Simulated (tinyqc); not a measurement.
Inside a calculation (part 1 of 2). Method: RKS/LDA (VWN5) in the sto-3g basis, for H2O, spin multiplicity 1. Computed by tinyqc, a small Python program that keeps every step (integrals from PySCF). Settings: charge = 0, multiplicity = 1, basis = sto-3g, energy threshold = 1e-08, iteration cap = 87, orthogonalisation = symmetric, start = Wolfsberg-Helmholz matrix, DIIS depth = 8, DIIS from iteration = 3, method = RKS, functional = lda,vwn, grid = [10, 50]. Command: `OMP_NUM_THREADS=1 python tinyqc.py 24816 24817 out.jsonl` (the two numbers bound the seeds that draw the settings). One thread of a shared host (Intel(R) Xeon(R) Processor @ 2.60GHz), about 0.6 s of CPU time with the checks. Later iterations appear only in the table of the cycle.

## One-electron integrals

Geometry (angstrom):
```
atom         x          y         z
O     0.000000   0.000000  0.000000
H     0.000000   1.131000  0.774000
H     0.000000  -1.131000  0.774000
```

Basis sto-3g: exponents (1/bohr^2) and contraction coefficients of normalised primitives:
```
element  l (shell)    exponent  coefficient
O            s (1)  130.709320     0.154329
O            s (1)   23.808861     0.535328
O            s (1)    6.443608     0.444635
O            s (2)    5.033151    -0.099967
O            s (2)    1.169596     0.399513
O            s (2)    0.380389     0.700115
O            p (3)    5.033151     0.155916
O            p (3)    1.169596     0.607684
O            p (3)    0.380389     0.391957
H            s (1)    3.425251     0.154329
H            s (1)    0.623914     0.535328
H            s (1)    0.168855     0.444635
```

Overlap, kinetic and nuclear-attraction integrals over the contracted functions; the nuclear repulsion is the sum of Za Zb / Rab.

nuclear repulsion = 6.41191395 hartree

overlap S, order 1O 1s, 1O 2s, 1O 2px, 1O 2py, 1O 2pz, 2H 1s, 3H 1s:
```
[[1.000000, 0.236704, 0.000000, 0.000000, 0.000000, 0.020500, 0.020500],
 [0.236704, 1.000000, 0.000000, 0.000000, 0.000000, 0.249486, 0.249486],
 [0.000000, 0.000000, 1.000000, 0.000000, 0.000000, 0.000000, 0.000000],
 [0.000000, 0.000000, 0.000000, 1.000000, 0.000000, 0.197952, -0.197952],
 [0.000000, 0.000000, 0.000000, 0.000000, 1.000000, 0.135469, 0.135469],
 [0.020500, 0.249486, 0.000000, 0.197952, 0.135469, 1.000000, 0.076345],
 [0.020500, 0.249486, 0.000000, -0.197952, 0.135469, 0.076345, 1.000000]]
```

kinetic energy T (hartree), order 1O 1s, 1O 2s, 1O 2px, 1O 2py, 1O 2pz, 2H 1s, 3H 1s:
```
[[29.003200, -0.168011, 0.000000, 0.000000, 0.000000, -0.006584, -0.006584],
 [-0.168011, 0.808128, 0.000000, 0.000000, 0.000000, 0.007848, 0.007848],
 [0.000000, 0.000000, 2.528731, 0.000000, 0.000000, 0.000000, 0.000000],
 [0.000000, 0.000000, 0.000000, 2.528731, 0.000000, 0.056012, -0.056012],
 [0.000000, 0.000000, 0.000000, 0.000000, 2.528731, 0.038332, 0.038332],
 [-0.006584, 0.007848, 0.000000, 0.056012, 0.038332, 0.760032, -0.011474],
 [-0.006584, 0.007848, 0.000000, -0.056012, 0.038332, -0.011474, 0.760032]]
```

nuclear attraction V (hartree), order 1O 1s, 1O 2s, 1O 2px, 1O 2py, 1O 2pz, 2H 1s, 3H 1s:
```
[[-61.390701, -7.365873, 0.000000, 0.000000, -0.008553, -0.651804, -0.651804],
 [-7.365873, -9.823633, 0.000000, 0.000000, -0.107336, -1.755846, -1.755846],
 [0.000000, 0.000000, -9.717526, 0.000000, 0.000000, 0.000000, 0.000000],
 [0.000000, 0.000000, 0.000000, -9.785737, 0.000000, -1.201760, 1.201760],
 [-0.008553, -0.107336, 0.000000, 0.000000, -9.749472, -0.840783, -0.840783],
 [-0.651804, -1.755846, 0.000000, -1.201760, -0.840783, -4.527938, -0.394906],
 [-0.651804, -1.755846, 0.000000, 1.201760, -0.840783, -0.394906, -4.527938]]
```

core Hamiltonian H = T + V (hartree), order 1O 1s, 1O 2s, 1O 2px, 1O 2py, 1O 2pz, 2H 1s, 3H 1s:
```
[[-32.387501, -7.533884, 0.000000, 0.000000, -0.008553, -0.658389, -0.658389],
 [-7.533884, -9.015505, 0.000000, 0.000000, -0.107336, -1.747998, -1.747998],
 [0.000000, 0.000000, -7.188795, 0.000000, 0.000000, 0.000000, 0.000000],
 [0.000000, 0.000000, 0.000000, -7.257006, 0.000000, -1.145748, 1.145748],
 [-0.008553, -0.107336, 0.000000, 0.000000, -7.220740, -0.802451, -0.802451],
 [-0.658389, -1.747998, 0.000000, -1.145748, -0.802451, -3.767906, -0.406380],
 [-0.658389, -1.747998, 0.000000, 1.145748, -0.802451, -0.406380, -3.767906]]
```

## Two-electron integrals

Functions are numbered as in S; the eight-fold symmetry (ij|kl) = (ji|kl) = (kl|ij) leaves the list below.

Two-electron integrals (ij|kl) in chemists' order, unique and non-zero (hartree):
```
(11|11) 4.785065    (21|11) 0.741380    (21|21) 0.136873    (22|11) 1.118947
(22|21) 0.256633    (22|22) 0.817206    (31|31) 0.024477    (32|31) 0.037809
(32|32) 0.180518    (33|11) 1.115814    (33|21) 0.256684    (33|22) 0.817023
(33|33) 0.880159    (41|41) 0.024477    (42|41) 0.037809    (42|42) 0.180518
(43|43) 0.047444    (44|11) 1.115814    (44|21) 0.256684    (44|22) 0.817023
(44|33) 0.785270    (44|44) 0.880159    (51|51) 0.024477    (52|51) 0.037809
(52|52) 0.180518    (53|53) 0.047444    (54|54) 0.047444    (55|11) 1.115814
(55|21) 0.256684    (55|22) 0.817023    (55|33) 0.785270    (55|44) 0.785270
(55|55) 0.880159    (61|11) 0.064873    (61|21) 0.011890    (61|22) 0.022204
(61|33) 0.022165    (61|41) 0.000422    (61|42) 0.000803    (61|44) 0.022247
(61|51) 0.000289    (61|52) 0.000549    (61|54) 0.000056    (61|55) 0.022203
(61|61) 0.001045    (62|11) 0.188173    (62|21) 0.043834    (62|22) 0.158582
(62|33) 0.155744    (62|41) 0.002670    (62|42) 0.022155    (62|44) 0.161433
(62|51) 0.001827    (62|52) 0.015162    (62|54) 0.003893    (62|55) 0.158409
(62|61) 0.003887    (62|62) 0.041203    (63|31) 0.004196    (63|32) 0.025820
(63|43) 0.004371    (63|53) 0.002991    (63|63) 0.005344    (64|11) 0.123104
(64|21) 0.029010    (64|22) 0.112188    (64|33) 0.107393    (64|41) 0.005700
(64|42) 0.040200    (64|44) 0.119888    (64|51) 0.001030    (64|52) 0.009841
(64|54) 0.005560    (64|55) 0.109151    (64|61) 0.002660    (64|62) 0.035534
(64|64) 0.035684    (65|11) 0.084246    (65|21) 0.019853    (65|22) 0.076776
(65|33) 0.073495    (65|41) 0.001030    (65|42) 0.009841    (65|44) 0.076063
(65|51) 0.004900    (65|52) 0.032554    (65|54) 0.006129    (65|55) 0.080680
(65|61) 0.001821    (65|62) 0.024318    (65|64) 0.020763    (65|65) 0.019553
(66|11) 0.383320    (66|21) 0.090668    (66|22) 0.378207    (66|33) 0.365417
(66|41) 0.005925    (66|42) 0.070114    (66|44) 0.391305    (66|51) 0.004055
(66|52) 0.047982    (66|54) 0.017716    (66|55) 0.377541    (66|61) 0.008064
(66|62) 0.135137    (66|64) 0.133642    (66|65) 0.091458    (66|66) 0.774606
(71|11) 0.064873    (71|21) 0.011890    (71|22) 0.022204    (71|33) 0.022165
(71|41) -0.000422   (71|42) -0.000803   (71|44) 0.022247    (71|51) 0.000289
(71|52) 0.000549    (71|54) -0.000056   (71|55) 0.022203    (71|61) 0.001029
(71|62) 0.003761    (71|64) 0.002402    (71|65) 0.001766    (71|66) 0.007776
(71|71) 0.001045    (72|11) 0.188173    (72|21) 0.043834    (72|22) 0.158582
(72|33) 0.155744    (72|41) -0.002670   (72|42) -0.022155   (72|44) 0.161433
(72|51) 0.001827    (72|52) 0.015162    (72|54) -0.003893   (72|55) 0.158409
(72|61) 0.003761    (72|62) 0.031076    (72|64) 0.019036    (72|65) 0.017763
(72|66) 0.079461    (72|71) 0.003887    (72|72) 0.041203    (73|31) 0.004196
(73|32) 0.025820    (73|43) -0.004371   (73|53) 0.002991    (73|63) 0.003833
(73|73) 0.005344    (74|11) -0.123104   (74|21) -0.029010   (74|22) -0.112188
(74|33) -0.107393   (74|41) 0.005700    (74|42) 0.040200    (74|44) -0.119888
(74|51) -0.001030   (74|52) -0.009841   (74|54) 0.005560    (74|55) -0.109151
(74|61) -0.002402   (74|62) -0.019036   (74|64) -0.008253   (74|65) -0.010729
(74|66) -0.047094   (74|71) -0.002660   (74|72) -0.035534   (74|74) 0.035684
(75|11) 0.084246    (75|21) 0.019853    (75|22) 0.076776    (75|33) 0.073495
(75|41) -0.001030   (75|42) -0.009841   (75|44) 0.076063    (75|51) 0.004900
(75|52) 0.032554    (75|54) -0.006129   (75|55) 0.080680    (75|61) 0.001766
(75|62) 0.017763    (75|64) 0.010729    (75|65) 0.013831    (75|66) 0.048997
(75|71) 0.001821    (75|72) 0.024318    (75|74) -0.020763   (75|75) 0.019553
(76|11) 0.039670    (76|21) 0.009330    (76|22) 0.036847    (76|33) 0.036036
(76|44) 0.036766    (76|51) 0.000606    (76|52) 0.006104    (76|55) 0.037701
(76|61) 0.000818    (76|62) 0.009476    (76|64) 0.007222    (76|65) 0.006343
(76|66) 0.033408    (76|71) 0.000818    (76|72) 0.009476    (76|74) -0.007222
(76|75) 0.006343    (76|76) 0.002892    (77|11) 0.383320    (77|21) 0.090668
(77|22) 0.378207    (77|33) 0.365417    (77|41) -0.005925   (77|42) -0.070114
(77|44) 0.391305    (77|51) 0.004055    (77|52) 0.047982    (77|54) -0.017716
(77|55) 0.377541    (77|61) 0.007776    (77|62) 0.079461    (77|64) 0.047094
(77|65) 0.048997    (77|66) 0.233652    (77|71) 0.008064    (77|72) 0.135137
(77|74) -0.133642   (77|75) 0.091458    (77|76) 0.033408    (77|77) 0.774606
```

## Orthogonalisation

S = U s U^T; symmetric (Loewdin) form X = U s^(-1/2) U^T, so that X^T S X = 1.

eigenvalues of S: [0.583996, 0.679290, 0.897074, 1.000000, 1.096243, 1.244365, 1.499031]

X, order 1O 1s, 1O 2s, 1O 2px, 1O 2py, 1O 2pz, 2H 1s, 3H 1s:
```
[[1.022754, -0.128916, 0.000000, 0.000000, -0.003281, 0.013344, 0.013344],
 [-0.128916, 1.074030, 0.000000, 0.000000, 0.027573, -0.133633, -0.133633],
 [0.000000, 0.000000, 1.000000, 0.000000, 0.000000, 0.000000, 0.000000],
 [0.000000, 0.000000, 0.000000, 1.033476, 0.000000, -0.111000, 0.111000],
 [-0.003281, 0.027573, 0.000000, 0.000000, 1.014589, -0.071005, -0.071005],
 [0.013344, -0.133633, 0.000000, -0.111000, -0.071005, 1.050571, -0.025715],
 [0.013344, -0.133633, 0.000000, 0.111000, -0.071005, -0.025715, 1.050571]]
```

## Starting guess

The start is the generalised Wolfsberg-Helmholz matrix (K = 1.75) built on H; D = 2 C_occ C_occ^T.

D at the start, order 1O 1s, 1O 2s, 1O 2px, 1O 2py, 1O 2pz, 2H 1s, 3H 1s:
```
[[2.088890, -0.379278, 0.000000, 0.000000, 0.051979, -0.105472, -0.105472],
 [-0.379278, 1.647320, 0.000000, 0.000000, -0.192304, 0.317476, 0.317476],
 [0.000000, 0.000000, 2.000000, 0.000000, 0.000000, 0.000000, 0.000000],
 [0.000000, 0.000000, 0.000000, 1.769194, 0.000000, 0.224832, -0.224832],
 [0.051979, -0.192304, 0.000000, 0.000000, 1.923938, 0.103383, 0.103383],
 [-0.105472, 0.317476, 0.000000, 0.224832, 0.103383, 0.100672, 0.043528],
 [-0.105472, 0.317476, 0.000000, -0.224832, 0.103383, 0.043528, 0.100672]]
```

## Iteration 1: exchange-correlation on the grid

Becke grid with 10 radial and 50 angular points per atom, points of zero weight dropped. rho = sum D_ij phi_i phi_j; V_xc,ij = sum w v_xc phi_i phi_j; v_xc is d(rho eps)/d rho.

The 16 grid points with the largest w rho, of 1498 (bohr, atomic units):
```
x                  y          z         w       rho     eps_xc       v_xc
0.841948    0.000000  -0.841948  0.257536  0.338078  -0.577263  -0.756705
-0.841948   0.000000  -0.841948  0.257536  0.338078  -0.577263  -0.756705
0.000000   -0.841948  -0.841948  0.257325  0.326507  -0.571048  -0.748497
0.000000    0.841948  -0.841948  0.257325  0.326507  -0.571048  -0.748497
0.841948    0.841948   0.000000  0.253817  0.320226  -0.567612  -0.743959
-0.841948  -0.841948   0.000000  0.253817  0.320226  -0.567612  -0.743959
0.841948   -0.841948   0.000000  0.253817  0.320226  -0.567612  -0.743959
-0.841948   0.841948   0.000000  0.253817  0.320226  -0.567612  -0.743959
0.841948    0.000000   0.841948  0.256324  0.311579  -0.562806  -0.737612
-0.841948   0.000000   0.841948  0.256324  0.311579  -0.562806  -0.737612
0.687448    0.687448  -0.687448  0.240496  0.329077  -0.572442  -0.750337
0.687448   -0.687448  -0.687448  0.240496  0.329077  -0.572442  -0.750337
-0.687448  -0.687448  -0.687448  0.240496  0.329077  -0.572442  -0.750337
-0.687448   0.687448  -0.687448  0.240496  0.329077  -0.572442  -0.750337
-0.359008  -0.359008  -1.077024  0.230136  0.337575  -0.576996  -0.756352
0.359008   -0.359008  -1.077024  0.230136  0.337575  -0.576996  -0.756352
```

electrons on the grid, sum of w rho = 9.971861

E_xc = sum of w rho eps_xc = -9.12653912 hartree

V_xc (hartree), order 1O 1s, 1O 2s, 1O 2px, 1O 2py, 1O 2pz, 2H 1s, 3H 1s:
```
[[-2.830952, -0.419434, 0.000000, 0.000000, 0.001059, -0.036915, -0.036915],
 [-0.419434, -0.828184, 0.000000, 0.000000, 0.003827, -0.143361, -0.143361],
 [0.000000, 0.000000, -0.828768, 0.000000, 0.000000, 0.000000, 0.000000],
 [0.000000, 0.000000, 0.000000, -0.827686, 0.000000, -0.096356, 0.096356],
 [0.001059, 0.003827, 0.000000, 0.000000, -0.829652, -0.065843, -0.065843],
 [-0.036915, -0.143361, 0.000000, -0.096356, -0.065843, -0.293242, -0.028302],
 [-0.036915, -0.143361, 0.000000, 0.096356, -0.065843, -0.028302, -0.293242]]
```

## Iteration 1: building the Kohn-Sham matrix

J_ij = sum D_kl (ij|kl); F = H + J + V_xc; E = tr D H + tr D J / 2 + E_xc + E_nn.

Coulomb J (hartree), order 1O 1s, 1O 2s, 1O 2px, 1O 2py, 1O 2pz, 2H 1s, 3H 1s:
```
[[18.066611, 3.432945, 0.000000, 0.000000, -0.005977, 0.298398, 0.298398],
 [3.432945, 8.544321, 0.000000, 0.000000, -0.013971, 1.617229, 1.617229],
 [0.000000, 0.000000, 8.534541, 0.000000, 0.000000, 0.000000, 0.000000],
 [0.000000, 0.000000, 0.000000, 8.537404, 0.000000, 1.131841, -1.131841],
 [-0.005977, -0.013971, 0.000000, 0.000000, 8.537829, 0.773885, 0.773885],
 [0.298398, 1.617229, 0.000000, 1.131841, 0.773885, 3.834068, 0.371641],
 [0.298398, 1.617229, 0.000000, -1.131841, 0.773885, 0.371641, 3.834068]]
```

Kohn-Sham matrix F (hartree), order 1O 1s, 1O 2s, 1O 2px, 1O 2py, 1O 2pz, 2H 1s, 3H 1s:
```
[[-17.151842, -4.520372, 0.000000, 0.000000, -0.013471, -0.396905, -0.396905],
 [-4.520372, -1.299368, 0.000000, 0.000000, -0.117480, -0.274131, -0.274131],
 [0.000000, 0.000000, 0.516977, 0.000000, 0.000000, 0.000000, 0.000000],
 [0.000000, 0.000000, 0.000000, 0.452713, 0.000000, -0.110263, 0.110263],
 [-0.013471, -0.117480, 0.000000, 0.000000, 0.487436, -0.094409, -0.094409],
 [-0.396905, -0.274131, 0.000000, -0.110263, -0.094409, -0.227080, -0.063042],
 [-0.396905, -0.274131, 0.000000, 0.110263, -0.094409, -0.063042, -0.227080]]
```

total energy of this density = -73.72949739 hartree

## Iteration 1: diagonalisation and new density

Diagonalise F' = X^T F X, C = X C', fill 5 alpha and 5 beta electrons from the bottom; D = 2 C_occ C_occ^T. Each column has its largest component positive (the first on a tie).

F' = X^T F X (hartree):
```
[[-16.790733, -2.505411, 0.000000, 0.000000, -0.017030, -0.013353, -0.013353],
 [-2.505411, -0.417584, 0.000000, 0.000000, -0.069764, -0.140756, -0.140756],
 [0.000000, 0.000000, 0.516977, 0.000000, 0.000000, 0.000000, 0.000000],
 [0.000000, 0.000000, 0.000000, 0.530084, 0.000000, -0.157701, 0.157701],
 [-0.017030, -0.069764, 0.000000, 0.000000, 0.520981, -0.106118, -0.106118],
 [-0.013353, -0.140756, 0.000000, -0.157701, -0.106118, -0.147360, -0.021187],
 [-0.013353, -0.140756, 0.000000, 0.157701, -0.106118, -0.021187, -0.147360]]
```

orbital energies (hartree): [-17.165709, -0.339576, -0.194790, 0.095954, 0.516977, 0.553449, 0.598702]

coefficients C, order 1O 1s, 1O 2s, 1O 2px, 1O 2py, 1O 2pz, 2H 1s, 3H 1s:
```
[[0.992459, -0.145956, 0.000000, -0.238131, 0.000000, 0.005340, 0.000000],
 [0.030951, 0.465683, 0.000000, 0.994319, 0.000000, 0.012157, 0.000000],
 [0.000000, 0.000000, 0.000000, 0.000000, 1.000000, 0.000000, 0.000000],
 [0.000000, 0.000000, 0.153874, 0.000000, 0.000000, 0.000000, 1.033943],
 [0.002133, 0.121504, 0.000000, 0.008076, 0.000000, 1.012626, 0.000000],
 [-0.004627, 0.493141, 0.694757, -0.514131, 0.000000, -0.201749, -0.329892],
 [-0.004627, 0.493141, -0.694757, -0.514131, 0.000000, -0.201749, 0.329892]]
```

D after iteration 1, order 1O 1s, 1O 2s, 1O 2px, 1O 2py, 1O 2pz, 2H 1s, 3H 1s:
```
[[2.125968, -0.548060, 0.000000, 0.000000, -0.035081, 0.091722, 0.091722],
 [-0.548060, 2.412977, 0.000000, 0.000000, 0.129357, -0.563412, -0.563412],
 [0.000000, 0.000000, 2.000000, 0.000000, 0.000000, 0.000000, 0.000000],
 [0.000000, 0.000000, 0.000000, 0.047354, 0.000000, 0.213810, -0.213810],
 [-0.035081, 0.129357, 0.000000, 0.000000, 0.029666, 0.111513, 0.111513],
 [0.091722, -0.563412, 0.000000, 0.213810, 0.111513, 1.980456, 0.049704],
 [0.091722, -0.563412, 0.000000, -0.213810, 0.111513, 0.049704, 1.980456]]
```

## Iteration 2: exchange-correlation on the grid

As before.

The 16 grid points with the largest w rho, of 1498 (bohr, atomic units):
```
x                  y          z         w       rho     eps_xc       v_xc
-1.077024   0.359008   0.359008  0.229243  0.305216  -0.559212  -0.732865
1.077024   -0.359008   0.359008  0.229243  0.305216  -0.559212  -0.732865
-1.077024  -0.359008   0.359008  0.229243  0.305216  -0.559212  -0.732865
1.077024    0.359008   0.359008  0.229243  0.305216  -0.559212  -0.732865
1.077024   -0.359008  -0.359008  0.230076  0.293694  -0.552570  -0.724095
-1.077024   0.359008  -0.359008  0.230076  0.293694  -0.552570  -0.724095
1.077024    0.359008  -0.359008  0.230076  0.293694  -0.552570  -0.724095
-1.077024  -0.359008  -0.359008  0.230076  0.293694  -0.552570  -0.724095
-0.841948   0.000000   0.841948  0.256324  0.233077  -0.514350  -0.673644
0.841948    0.000000   0.841948  0.256324  0.233077  -0.514350  -0.673644
0.841948   -0.841948   0.000000  0.253817  0.224044  -0.508094  -0.665388
-0.841948   0.841948   0.000000  0.253817  0.224044  -0.508094  -0.665388
0.841948    0.841948   0.000000  0.253817  0.224044  -0.508094  -0.665388
-0.841948  -0.841948   0.000000  0.253817  0.224044  -0.508094  -0.665388
0.841948    0.000000  -0.841948  0.257536  0.206670  -0.495559  -0.648849
-0.841948   0.000000  -0.841948  0.257536  0.206670  -0.495559  -0.648849
```

electrons on the grid, sum of w rho = 9.959263

E_xc = sum of w rho eps_xc = -8.09985105 hartree

V_xc (hartree), order 1O 1s, 1O 2s, 1O 2px, 1O 2py, 1O 2pz, 2H 1s, 3H 1s:
```
[[-2.800862, -0.394999, 0.000000, 0.000000, -0.001744, -0.034829, -0.034829],
 [-0.394999, -0.700714, 0.000000, 0.000000, -0.025614, -0.137972, -0.137972],
 [0.000000, 0.000000, -0.762669, 0.000000, 0.000000, 0.000000, 0.000000],
 [0.000000, 0.000000, 0.000000, -0.674914, 0.000000, -0.101882, 0.101882],
 [-0.001744, -0.025614, 0.000000, 0.000000, -0.663428, -0.073467, -0.073467],
 [-0.034829, -0.137972, 0.000000, -0.101882, -0.073467, -0.516233, -0.032687],
 [-0.034829, -0.137972, 0.000000, 0.101882, -0.073467, -0.032687, -0.516233]]
```

## Iteration 2: building the Kohn-Sham matrix

As before.

Coulomb J (hartree), order 1O 1s, 1O 2s, 1O 2px, 1O 2py, 1O 2pz, 2H 1s, 3H 1s:
```
[[15.642642, 2.877809, 0.000000, 0.000000, 0.023239, 0.250806, 0.250806],
 [2.877809, 7.049076, 0.000000, 0.000000, 0.223681, 1.440906, 1.440906],
 [0.000000, 0.000000, 7.115821, 0.000000, 0.000000, 0.000000, 0.000000],
 [0.000000, 0.000000, 0.000000, 7.032189, 0.000000, 1.050705, -1.050705],
 [0.023239, 0.223681, 0.000000, 0.000000, 6.975764, 0.756612, 0.756612],
 [0.250806, 1.440906, 0.000000, 1.050705, 0.756612, 4.270676, 0.360055],
 [0.250806, 1.440906, 0.000000, -1.050705, 0.756612, 0.360055, 4.270676]]
```

Kohn-Sham matrix F (hartree), order 1O 1s, 1O 2s, 1O 2px, 1O 2py, 1O 2pz, 2H 1s, 3H 1s:
```
[[-19.545722, -5.051073, 0.000000, 0.000000, 0.012941, -0.442412, -0.442412],
 [-5.051073, -2.667144, 0.000000, 0.000000, 0.090731, -0.445064, -0.445064],
 [0.000000, 0.000000, -0.835643, 0.000000, 0.000000, 0.000000, 0.000000],
 [0.000000, 0.000000, 0.000000, -0.899730, 0.000000, -0.196925, 0.196925],
 [0.012941, 0.090731, 0.000000, 0.000000, -0.908404, -0.119306, -0.119306],
 [-0.442412, -0.445064, 0.000000, -0.196925, -0.119306, -0.013462, -0.079012],
 [-0.442412, -0.445064, 0.000000, 0.196925, -0.119306, -0.079012, -0.013462]]
```

total energy of this density = -73.12086190 hartree
